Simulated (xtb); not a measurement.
xtb input (GFN2-xTB):

```bash
xtb mol.xyz --gfn 2 --ohess tight --chrg -1 --uhf 0
```
mol.xyz:
```
8

S     -0.03137668     0.26763592     1.82541531
C     -0.00733323     1.49363074     0.63619651
C      0.02723470    -0.98774837     0.71334332
C      0.03074333     0.99925879    -0.60461058
C     -0.03119234    -0.40338283    -0.62662875
H      0.01159950    -2.00332969     0.97376246
H     -0.00557305     1.62761532    -1.49100941
H     -0.02044746    -1.05069240    -1.50580278
```

Output:

```
           -------------------------------------------------
          |                Calculation Setup                |
           -------------------------------------------------

           -------------------------------------------------
          |                 G F N 2 - x T B                 |
           -------------------------------------------------

        Reference                      10.1021/acs.jctc.8b01176
      * Hamiltonian:
        H0-scaling (s, p, d)           1.850000    2.230000    2.230000
        zeta-weighting                 0.500000
      * Dispersion:
        s8                             2.700000
        a1                             0.520000
        a2                             5.000000
        s9                             5.000000
      * Repulsion:
        kExp                           1.500000    1.000000
        rExp                           1.000000
      * Coulomb:
        alpha                          2.000000
        third order                    shell-resolved
        anisotropic                    true
        a3                             3.000000
        a5                             4.000000
        cn-shift                       1.200000
        cn-exp                         4.000000
        max-rad                        5.000000

          ...................................................
          :                      SETUP                      :
          :.................................................:
          :  # basis functions                  29          :
          :  # atomic orbitals                  28          :
          :  # shells                           14          :
          :  # electrons                        26          :
          :  max. iterations                   250          :
          :  Hamiltonian                  GFN2-xTB          :
          :  restarted?                      false          :
          :  GBSA solvation                  false          :
          :  PC potential                    false          :
          :  electronic temp.          300.0000000     K    :
          :  accuracy                    1.0000000          :
          :  -> integral cutoff          0.2500000E+02      :
          :  -> integral neglect         0.1000000E-07      :
          :  -> SCF convergence          0.1000000E-05 Eh   :
          :  -> wf. convergence          0.1000000E-03 e    :
          :  Broyden damping             0.4000000          :
          :  net charge                         -1          :
          :  unpaired electrons                  0          :
          ...................................................

 iter      E             dE          RMSdq      gap      omega  full diag
   1    -13.5619166 -0.135619E+02  0.566E+00    2.81       0.0  T
   2    -13.5816165 -0.196999E-01  0.398E+00    1.53       1.0  T
   3    -13.5917422 -0.101257E-01  0.210E+00    2.67       1.0  T
   4    -13.6098654 -0.181232E-01  0.107E+00    2.21       1.0  T
   5    -13.6132287 -0.336324E-02  0.345E-01    2.22       1.0  T
   6    -13.6136009 -0.372225E-03  0.124E-01    2.28       1.0  T
[...]
   center of mass at/Å    :       -0.0032904       0.2557154       0.7048738
  moments of inertia/u·Å² :        0.6121279E+02   0.9122466E+02   0.1524374E+03
rotational constants/cm⁻¹ :        0.2753940E+00   0.1847925E+00   0.1105872E+00

 * 7 selected distances

     #   Z          #   Z                                           value/Å
     1  16 S        3   6 C                                       1.7356828 (max)
     2   6 C        4   6 C                                       1.3803391
Molecule has the following symmetry elements: (sigma)
It seems to be the Cs point group
     3   6 C        5   6 C                                       1.3561603
     4   6 C        5   6 C                                       1.4192060
     3   6 C        6   1 H                                       1.0777972 (min)
     4   6 C        7   1 H                                       1.0912193
     5   6 C        8   1 H                                       1.0889574

 * 3 distinct bonds (by element types)

   Z      Z             #   av. dist./Å        max./Å        min./Å
   1 H    6 C           3     1.0859913     1.0912193     1.0777972
   6 C    6 C           3     1.3852351     1.4192060     1.3561603
   6 C   16 S           1     1.7356828     1.7356828     1.7356828

           -------------------------------------------------
          |               Frequency Printout                |
           -------------------------------------------------
 projected vibrational frequencies (cm⁻¹)
eigval :       -0.00    -0.00     0.00     0.00     0.00     0.00
eigval :      390.22   511.92   525.10   657.52   663.27   767.61
eigval :      777.71   827.45   830.90  1064.45  1072.13  1169.04
eigval :     1283.79  1378.72  1524.94  2918.03  2943.76  3059.11
 reduced masses (amu)
   1: 17.63   2: 20.94   3: 26.24   4: 11.23   5: 14.87   6: 13.64   7: 14.45   8:  9.96
   9: 22.10  10: 15.70  11:  2.59  12: 13.72  13:  2.79  14: 12.22  15:  3.59  16:  4.97
  17:  2.59  18:  4.22  19:  8.23  20: 11.14  21: 11.09  22:  1.74  23:  1.85  24:  1.87
 IR intensities (km·mol⁻¹)
   1:  3.91   2: 13.61   3: 13.76   4:  1.55   5:  3.19   6:  9.24   7:  2.89   8:  0.15
   9:  2.03  10: 24.91  11:  1.72  12: 13.24  13:  0.00  14:  8.99  15:  0.25  16:  6.38
  17:  0.32  18: 10.56  19: 27.37  20:  7.39  21: 29.55  22:189.81  23:395.97  24:119.93
 Raman intensities (Ä⁴*amu⁻¹)
   1:  0.00   2:  0.00   3:  0.00   4:  0.00   5:  0.00   6:  0.00   7:  0.00   8:  0.00
   9:  0.00  10:  0.00  11:  0.00  12:  0.00  13:  0.00  14:  0.00  15:  0.00  16:  0.00
  17:  0.00  18:  0.00  19:  0.00  20:  0.00  21:  0.00  22:  0.00  23:  0.00  24:  0.00
 output can be read by thermo (or use thermo option).
 writing <g98.out> molden fake output.
 recommended (thermochemical) frequency scaling factor: 1.0
           -------------------------------------------------
          |             Thermodynamic Functions             |
           -------------------------------------------------

cs  symmetry found (for desy threshold:  0.10E+00) used in thermo

          ...................................................
          :                      SETUP                      :
          :.................................................:
          :  # frequencies                          18      :
          :  # imaginary freq.                       0      :
          :  linear?                             false      :
          :  only rotor calc.                    false      :
          :  symmetry                               cs      :
          :  rotational number                       1      :
          :  scaling factor                  1.0000000      :
          :  rotor cutoff                   50.0000000 cm⁻¹ :
          :  imag. cutoff                  -20.0000000 cm⁻¹ :
          :.................................................:

    mode    ω/cm⁻¹     T·S(HO)/kcal·mol⁻¹    T·S(FR)/kcal·mol⁻¹   T·S(vib)
   ------------------------------------------------------------------------
   ------------------------------------------------------------------------

   temp. (K)  partition function   enthalpy   heat capacity  entropy
                                   cal/mol     cal/K/mol   cal/K/mol   J/K/mol
 298.15  VIB   1.69                  887.335      9.506      4.020
         ROT  0.705E+05              888.752      2.981     25.165
         INT  0.119E+06             1776.087     12.487     29.185
         TR   0.733E+27             1481.254      4.968     39.150
         TOT                        3257.3414    17.4554    68.3343   285.9107

       T/K    H(0)-H(T)+PV         H(T)/Eh          T*S/Eh         G(T)/Eh
Note: The following floating-point exceptions are signalling: IEEE_UNDERFLOW_FLAG IEEE_DENORMAL
normal termination of xtb
   ------------------------------------------------------------------------
    298.15    0.519090E-02    0.561437E-01    0.324678E-01    0.236758E-01
   ------------------------------------------------------------------------

         :::::::::::::::::::::::::::::::::::::::::::::::::::::
         ::                  THERMODYNAMIC                  ::
         :::::::::::::::::::::::::::::::::::::::::::::::::::::
         :: total free energy         -13.418850708485 Eh   ::
         ::.................................................::
         :: total energy              -13.442526536447 Eh   ::
         :: zero point energy           0.050952754743 Eh   ::
         :: G(RRHO) w/o ZPVE           -0.027276926781 Eh   ::
         :: G(RRHO) contrib.            0.023675827962 Eh   ::
         :::::::::::::::::::::::::::::::::::::::::::::::::::::

optimized geometry written to: xtbopt.xyz

           -------------------------------------------------
          | TOTAL ENERGY              -13.442526536447 Eh   |
          | TOTAL ENTHALPY            -13.386382877775 Eh   |
          | TOTAL FREE ENERGY         -13.418850708485 Eh   |
          | GRADIENT NORM               0.000191477625 Eh/α |
          | HOMO-LUMO GAP               2.925062029676 eV   |
           -------------------------------------------------

------------------------------------------------------------------------
------------------------------------------------------------------------
 total:
 SCF:
 ANC optimizer:
 analytical hessian:
```

It need not be the lowest isomer of its formula. Whether it binds its extra electron was not tested at this geometry.
